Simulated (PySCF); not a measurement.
# SVWN5/def2-SVP (preoptimised minimum) run of C2H4F2 (1,1-difluoroethane)

We compute an optimisation with harmonic vibrations of C2H4F2 (1,1-difluoroethane). 

The calculation is run with PySCF 2.14.0.

## 1. Starting point

C2H4F2 has 8 atoms, charge 0, and is taken as a singlet. SMILES: `CC(F)F`. The coordinates come from a PBE0-D4/def2-TZVP symmetrised relaxation. The run starts from this shape.

Bond lengths: C1–C2 1.497 Å, C2–F3 1.361 Å, C2–F4 1.361 Å, C1–H5 1.091 Å, C1–H6 1.091 Å, C1–H7 1.090 Å, C2–H8 1.095 Å. Some angles: C1–C2–F3 110.3°, C1–C2–F4 110.3°, F3–C2–F4 107.0°, C1–C2–H8 114.0°, F3–C2–H8 107.5°, F4–C2–H8 107.5°, C2–C1–H5 109.4°, C2–C1–H6 109.9°, C2–C1–H7 109.9°, H5–C1–H6 109.3°.

## 2. An optimisation with harmonic vibrations at SVWN5/def2-SVP (preoptimised minimum)

The input, calc.py:

```python
import numpy
from pyscf import gto, dft, symm
from pyscf.hessian import thermo
from pyscf.geomopt.geometric_solver import kernel as optimise

mol = gto.M(
    atom='''
C     -0.287905     1.426505     0.155826
C     -0.343205    -0.069295     0.124326
F      0.634312    -0.594497     0.911673
F     -0.122988    -0.523197    -1.139327
H      0.690195     1.760805    -0.192874
H     -0.447716     1.781645     1.174471
H     -1.062633     1.839540    -0.490913
H     -1.297305    -0.487495     0.462026
''',
    verbose=3,
    max_memory=1860,
    spin=0,
    basis='def2-svp',
)

mf = dft.RKS(mol)
mf.xc = 'svwn'
mf.conv_tol = 1e-10
mf.grids.level = 4
converged, mol_eq = optimise(mf, maxsteps=80)
print('converged:', converged)
print(mol_eq.tostring())

mf.reset(mol_eq)
mol = mol_eq
mf.kernel()
e_tot = mf.e_tot
print(f'total energy: {e_tot:.8f} hartree')
hess = mf.Hessian().kernel()
modes = thermo.harmonic_analysis(mol, hess)
print('frequencies (1/cm)', numpy.round(modes['freq_wavenumber'], 1))
symm.geom.TOLERANCE = 1e-3  # for the symmetry number
th = thermo.thermo(mf, modes['freq_au'], 298.15, 101325)
thermo.dump_thermo(mol, th)
```

Started as:

```sh
$ OMP_NUM_THREADS=1 python calc.py
```

**Question.** What will come out? Wanted: total energy; dipole moment; HOMO energy; LUMO energy; HOMO–LUMO gap; lowest harmonic wavenumber; highest harmonic wavenumber; zero-point energy; ideal-gas entropy at 298.15 K.

Computed results:

At SVWN5/def2-SVP (preoptimised minimum):

| quantity | value |
| --- | --- |
| total energy | -276.09416 Eh |
| dipole moment | 1.91 D |
| HOMO energy | -7.64 eV |
| LUMO energy | 1.11 eV |
| HOMO–LUMO gap | 8.74 eV |
| lowest harmonic wavenumber | 247 cm⁻¹ |
| highest harmonic wavenumber | 3102 cm⁻¹ |
| zero-point energy | 154.3 kJ/mol |
| ideal-gas entropy at 298.15 K (symmetry number 1 as used) | 67.2 cal/(mol K) |

In words: At the final geometry: Bond lengths: C1–C2 1.492 Å, C2–F3 1.351 Å, C2–F4 1.351 Å, C1–H5 1.110 Å, C1–H6 1.108 Å, C1–H7 1.108 Å, C2–H8 1.120 Å. Some angles: C1–C2–F3 110.0°, C1–C2–F4 110.0°, F3–C2–F4 107.7°, C1–C2–H8 113.2°, F3–C2–H8 107.9°, F4–C2–H8 107.9°, C2–C1–H5 108.6°, C2–C1–H6 110.5°, C2–C1–H7 110.6°, H5–C1–H6 109.1°. All 18 modes are real, so the shape is a minimum at this level. Mulliken charges run from -0.18 on C1 to +0.23 on C2.
